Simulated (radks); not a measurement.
# Valence configurations of O²⁺

NIST gives [He] 2s2 2p2 as the ground configuration of O²⁺. Does this level of theory agree? Several fillings of the valence shells are run.

The numbers are computed with radks (a radial shooting solver on a logarithmic mesh, Libxc functionals) version 1 (non-relativistic Kohn-Sham, LDA (Slater exchange, Perdew-Wang correlation), spin-polarised, spherical densities, point nucleus; open shells are filled with parallel spins first), except any that are marked as measured or tabulated.

### Step 1. Starting point

- element: oxygen (Z = 8)
- charge: +2
- electrons: 6
- configuration: [He] 2s2 2p2
- others tried: 2s1.5 2p2.5; 2p4; 2s1 2p3; 2s0.5 2p3.5

Outer shells as boxes (Hund's rule):

O²⁺
```
[He] core
2s [↑↓]
2p [↑ ][↑ ][  ]
```

### Step 2. [He] 2s2 2p2

Settings of this run:

```text
Z 8
configuration [He] 2s2 2p2
relativity non-relativistic
functional lda,pw
spin polarised
nucleus point
```

### Step 3. [He] 2s1.5 2p2.5

Settings of this run:

```text
Z 8
configuration [He] 2s1.5 2p2.5
relativity non-relativistic
functional lda,pw
spin polarised
nucleus point
```

### Step 4. [He] 2p4

Settings of this run:

```text
Z 8
configuration [He] 2p4
relativity non-relativistic
functional lda,pw
spin polarised
nucleus point
```

### Step 5. [He] 2s1 2p3

Settings of this run:

```text
Z 8
configuration [He] 2s1 2p3
relativity non-relativistic
functional lda,pw
spin polarised
nucleus point
```

### Step 6. [He] 2s0.5 2p3.5

Settings of this run:

```text
Z 8
configuration [He] 2s0.5 2p3.5
relativity non-relativistic
functional lda,pw
spin polarised
nucleus point
```

Q: Predict the outcome of this session. Wanted: for each run, valence; E − E(NIST configuration); moment; highest level; its energy; 1s shift.

As calculated:

```csv
valence,E − E(NIST configuration) (eV),moment (μB),highest level,its energy (eV),1s shift (eV)
2s2 2p2,0.000,2,2p up,-45.144,+0.00
2s1.5 2p2.5,4.404,3,2p up,-45.529,+0.50
2s1 2p3,7.302,4,2p up,-45.735,+1.23
2s0.5 2p3.5,19.109,3,2p down,-38.007,+1.22
2p4,29.427,2,2p down,-39.859,+1.51
```

In words: The NIST configuration is the lowest of those tried, 4.404 eV under 2s1.5 2p2.5. The energies are those of spherical high-spin densities, not of single terms. The 1s eigenvalue shifts by up to 1.51 eV as the valence charge is rearranged.
